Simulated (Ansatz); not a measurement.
**BFH₄O (built from SMILES BO.F): a reaction path by the nudged elastic band**

Aim: the minimum-energy path between two given structures and its highest point. Both ends were relaxed at PBE0-D4 in triple zeta. A second band with other settings follows.

Method: PBE0-D4/def2-SVP; program: Ansatz 0.2.0, Gaussian basis.

22 further runs of the same task are left out: 22 set aside as unsound or not needed.

**1. Starting geometry**

The first end: 7 atoms, charge 0, spin multiplicity 1.

Atoms are counted from 1 here; the program's logs count them from 0.

Bond lengths: B1–O2 1.357 Å, B1–H3 1.192 Å, B1–H4 1.197 Å, O2–H7 0.961 Å, H5–F6 0.936 Å. Angles: O2–B1–H3 116.5°, O2–B1–H4 119.6°, H3–B1–H4 123.9°, B1–O2–H7 114.9°.

Coordinates:

```xyz
7

B    -0.9716    0.4949   -0.2710
O     0.2714    0.3019    0.2384
H    -1.4574   -0.4267   -0.8503
H    -1.5143    1.5514   -0.1227
H     1.2377   -1.1142    0.1620
F     1.7935   -1.8669    0.1429
H     0.6408    1.0597    0.7007
```

The second end:

```xyz
7

B    -0.66917   -0.30446   -0.01685
O     0.71612    0.69507   -0.19037
H    -0.91065   -0.55235   -1.17296
H    -1.40446    0.43783    0.58707
H     1.40625    0.17175   -0.61731
F    -0.17414   -1.36027    0.71600
H     1.03615    0.91253    0.69432
```

**2. The band at PBE0-D4/def2-SVP**

Input file neb/in.yaml:

```yaml
crystal:
  periodic: [false, false, false]
  atoms:
    - {symbol: B, position_ang: [-0.971614, 0.494878, -0.271015]}
    - {symbol: O, position_ang: [0.271418, 0.301913, 0.238370]}
    - {symbol: H, position_ang: [-1.457424, -0.426659, -0.850313]}
    - {symbol: H, position_ang: [-1.514280, 1.551373, -0.122663]}
    - {symbol: H, position_ang: [1.237669, -1.114189, 0.161952]}
    - {symbol: F, position_ang: [1.793531, -1.866897, 0.142918]}
    - {symbol: H, position_ang: [0.640798, 1.059682, 0.700652]}
basis:
  gaussian: {orbitals: def2-SVP}
hamiltonian: {xc: pbe0, dispersion: d4}
neb:
  images: 5
  climbing: true
  max_iterations: 40
  initial_path: idpp
  final_atoms:
    - {symbol: B, position_ang: [-0.669168, -0.304465, -0.016855]}
    - {symbol: O, position_ang: [0.716119, 0.695067, -0.190369]}
    - {symbol: H, position_ang: [-0.910646, -0.552351, -1.172960]}
    - {symbol: H, position_ang: [-1.404464, 0.437834, 0.587071]}
    - {symbol: H, position_ang: [1.406247, 0.171750, -0.617313]}
    - {symbol: F, position_ang: [-0.174141, -1.360269, 0.716001]}
    - {symbol: H, position_ang: [1.036151, 0.912534, 0.694325]}
```

Launch:

```bash
$ ansatz run in.yaml --threads 2 --pin off --events-out ev --progress --plain --max-ram 4352MiB
```

**3. The band at PBE0-D4/def2-SVP, other settings**

Changes to neb/in.yaml since step 2:

```diff
@@ -14,6 +14,6 @@
 neb:
-  images: 5
+  images: 4
   climbing: true
-  max_iterations: 40
-  initial_path: idpp
+  max_iterations: 25
+  initial_path: linear
   final_atoms:
```

Q: Predict the outcome of this session. Wanted: from earlier runs: barrier over the separately found saddle, CCSD(T)/def2-TZVPP.

The runs gave:

| quantity | value |
| --- | --- |
| PBE0-D4/def2-SVP, 12 iterations | highest 42.5 kJ/mol (image 4), last end -37.7 kJ/mol |
| PBE0-D4/def2-SVP, 16 iterations | highest 42.5 kJ/mol (image 3), last end -37.7 kJ/mol |
| from earlier runs: barrier over the separately found saddle, CCSD(T)/def2-TZVPP | 79.9 kJ/mol |

What this shows: The highest image lies 42.5 kJ/mol above the first end, and it climbed, so it estimates the saddle. The ends are not quite minima at this level (largest force component 0.32 eV/Å), so the heights are unreliable: relaxing the first end would lower it and raise the barrier above it. The highest image is 37.4 kJ/mol below the CCSD(T) barrier in triple zeta, which comes from separate runs on the saddle. The second band's highest image lies at 42.5 kJ/mol, at the same level with other band settings.
